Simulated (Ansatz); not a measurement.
**AlBH (doublet): from Hartree-Fock to the top rungs at angle Al2–B1–H3 = 118.8°, 6-31G**

Aim: climb from Hartree-Fock through coupled cluster and multireference methods for AlBH (doublet) at one geometry and basis, and see what each rung misses.

Program: Ansatz 0.2.0, Gaussian basis. Level of theory: 6-31G, core rule «outside noble gas», up to 6 orbitals frozen. These are calculated values, not measurements.

To be run: UHF; CCSD(T) on ROHF; CCSD(T) on UHF; BCCD(T) on ROHF; CISD; CCSDT(Q) on ROHF; CCSDT(Q) on UHF; CCSDTQ on ROHF; CCSDTQ on UHF; CASSCF and MRCISD+Q, 3 electrons in 3 orbitals; CASSCF and NEVPT2, 3 electrons in 3 orbitals; CASSCF and MRCISD+Q, 7 electrons in 9 orbitals; CASSCF and MRCISD+Q(relaxed), 7 electrons in 9 orbitals; CASSCF and NEVPT2, 7 electrons in 9 orbitals; Full CI.

11 further runs of the same task are left out: 8 that didn't finish, 3 set aside as unsound or not needed.

## 1. The geometry

The geometry derives from a PBE0/def2-TZVP stationary point (not a proven minimum). One angle is set to the value named; bond lengths are kept.

3 atoms, charge 0, spin multiplicity 2.

Atoms are counted from 1 here; the program's logs count them from 0.

Bond lengths: B1–Al2 2.120 Å, B1–H3 1.196 Å. Angles: Al2–B1–H3 118.8°.

## 2. UHF

in.yaml reads:

```yaml
crystal:
  periodic: [false, false, false]
  atoms:
    - {symbol: B, position_ang: [0.000000, -0.667836, 1.297903]}
    - {symbol: Al, position_ang: [0.000000, 0.266879, -0.605119]}
    - {symbol: H, position_ang: [0.000000, 0.019016, 2.277339]}
basis:
  gaussian: {orbitals: 6-31G}
magnetization: {spin_polarized: true, initial_magnetization: 1}
hamiltonian: {xc: hf}
output: {orbitals: {seedname: orbitals}}
```

Command:

```bash
ansatz run in.yaml --threads 1 --pin off --events-out ev --progress --plain --max-ram 2393MiB
```

After this run come: CCSD(T) on ROHF; CCSD(T) on UHF; BCCD(T) on ROHF; CISD; CCSDT(Q) on ROHF; CCSDT(Q) on UHF; CCSDTQ on ROHF; CCSDTQ on UHF; CASSCF and MRCISD+Q, 3 electrons in 3 orbitals; CASSCF and NEVPT2, 3 electrons in 3 orbitals; CASSCF and MRCISD+Q, 7 electrons in 9 orbitals; CASSCF and MRCISD+Q(relaxed), 7 electrons in 9 orbitals; CASSCF and NEVPT2, 7 electrons in 9 orbitals; Full CI.

**Question.** What will the summary of the whole plan be? Wanted: FCI below the RHF energy; RMP2 from FCI; UMP2 from FCI; RCCSD from FCI; RCCSD(T) from FCI; UCCSD(T) from FCI; RCCSDT(Q) from FCI; UCCSDT(Q) from FCI; NEVPT2 valence from FCI.

The runs gave:

| quantity | value |
| --- | --- |
| FCI below the RHF energy | -2.6994 eV |
| RMP2 from FCI | +24.85 kcal/mol |
| UMP2 from FCI | +26.23 kcal/mol |
| RCCSD from FCI | +3.70 kcal/mol |
| RCCSD(T) from FCI | +1.30 kcal/mol |
| UCCSD(T) from FCI | +1.25 kcal/mol |
| RCCSDT(Q) from FCI | +0.02 kcal/mol |
| UCCSDT(Q) from FCI | -0.02 kcal/mol |
| NEVPT2 valence from FCI | +4.67 kcal/mol |
| MRCISD+Q valence from FCI | +0.15 kcal/mol |
| MRCISD+Q(relaxed) valence from FCI | -0.09 kcal/mol |
| levels within 1 kcal/mol (43 meV) | RCCSDT, UCCSDT, RCCSDT(Q), UCCSDT(Q), RCCSDTQ, UCCSDTQ, MRCISD valence, MRCISD+Q valence, MRCISD+Q(relaxed) valence |
| T1 diagnostic | 0.067 |
| effectively unpaired electrons | 1.25 |

In words: RCCSD(T) misses by +1.30 kcal/mol, 2.1 % of the correlation energy. MRCISD+Q(relaxed) valence falls below full CI: the +Q correction isn't variational, and the cores differ from full CI's. The occupations show some static correlation. Of the multireference levels listed MRCISD+Q(relaxed) valence comes nearest in total energy (-0.09 kcal/mol), which doesn't show that its space is the better one. Coupled cluster took another determinant than the lowest Hartree-Fock one. These misses are within one basis, not against nature; the frozen cores of restricted and unrestricted runs differ, which can shift their rows.
